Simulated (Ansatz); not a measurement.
bcc Na, treated with PBEsol (Ansatz, a program for electronic structure, plane waves, PAW).

A relaxed, unreconstructed slab of the (221) face has 18 atoms, two equal faces of 52.106 Å² each and an energy of -26563.9388 eV. A bulk cell of 18 atoms with the same orientation and in-plane k mesh has -26565.6525 eV. Energies are extrapolated to zero smearing.

Settings: plane-wave cutoff 500 eV, 10×10×1 k mesh (along the axes of the cell as run), Fermi–Dirac smearing 0.1 eV, scalar-relativistic PAW data made under PBE.

Worked out: γ = (E_slab − N E_bulk per atom)/2A = [-26563.9388 − 18 × (-26565.6525/18)]/(2 × 52.106) = 0.0164 eV/Å². With 16.022 J/m² per eV/Å² this is 0.26 J/m², or 0.86 eV per surface cell and face.
